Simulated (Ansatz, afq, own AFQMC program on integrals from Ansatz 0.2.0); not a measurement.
AlSi, doublet → AlSi⁺, triplet

| atom | x (Å) | y (Å) | z (Å) |
| --- | --- | --- | --- |
| Si | 0.0000 | 0.0000 | 0.0000 |
| Al | 0.0000 | 0.0000 | 2.3977 |

E(triplet, charge +1) − E(doublet, charge +0) at this geometry, on ROHF and ROHF determinants.

Basis 6-31G. Only valence electrons are correlated. Ansatz 0.2.0 and our own AFQMC program on the same integrals; the CISD trial comes from CCSD amplitudes, and released means the phaseless constraint is let go. ± is one standard error of the sampling. The errors of all members are added in quadrature.

Full CI is exact in this basis; where marked, its frozen core comes from its own orbitals, which moves totals by up to a few meV.

Errors are counted within 6-31G, not against nature.

Cautions: AlSi (doublet): a spin-contaminated unrestricted determinant lies lower (UHF 1.45 eV lower, ⟨S²⟩ 1.81), the search met a lower determinant of the same kind, perhaps of another symmetry (500 meV lower), and this one is a saddle point, strong correlation (T1 0.062, weight of the determinant 0.79, largest double 0.17), the released energies are still falling, so no released level is given (meV from the phaseless value at times in 1/Eh: -8 ± 4 at 0.24, -18 ± 6 at 0.51, -22.0 ± 2.5 at 0.99, -35 ± 3 at 1.62, -45 ± 4 at 2.40), CCSDTQ on the UHF determinant differs (115 meV higher), by its state or its frozen core, full CI with its own frozen core, a state of higher spin lies lower, its ph-AFQMC/CISD value lies 69 ± 4 meV above full CI; AlSi⁺ (triplet): a spin-contaminated unrestricted determinant lies lower (UHF 373 meV lower, ⟨S²⟩ 2.51), the search met a lower determinant of the same kind, perhaps of another symmetry (183 meV lower), and this one is a saddle point, strong correlation (T1 0.056, weight of the determinant 0.85, largest double 0.18), the released energies are still falling, so no released level is given (meV from the phaseless value at times in 1/Eh: -3 ± 3 at 0.24, -4.4 ± 2.3 at 0.51, -8.7 ± 2.1 at 0.99, -14.1 ± 1.4 at 1.62, -15.6 ± 1.4 at 2.40), the ph-AFQMC/CISD walk drifts between its halves (2.3 errors), its ph-AFQMC/CISD value lies 24 ± 3 meV above full CI.

Reference (full CI): 146.3 kcal/mol.

| level | vertical ionization energy (kcal/mol) | error against FCI (kcal/mol) |
| --- | --- | --- |
| HF | 128.5 | -17.8 |
| MP2 | 145.1 | -1.2 |
| CCSD | 144.1 | -2.2 |
| CCSD(T) | 145.7 | -0.6 |
| CCSDT | 145.8 | -0.6 |
| CCSDT(Q) | 146.2 | -0.1 |
| CCSDTQ | 146.3 | -0.1 |
| ph-AFQMC/CISD | 145.3 ± 0.1 | -1.0 ± 0.1 |

Correlation beyond CCSD(T) adds 0.6 kcal/mol. The perturbative (T) step is worth +1.6 kcal/mol. Where the cautions show a poor determinant, the low rows tell how each method copes with it, not its usual error.

CCSDT and higher add their correlation energy to the determinant of the CCSD(T) run, since their own runs factorise the integrals more tightly (a shift of under 2 meV). A walk keeps the symmetry of its determinant, which the program's search chose and which needn't be the lowest solution, so a lower state of the same spin and another symmetry isn't excluded.
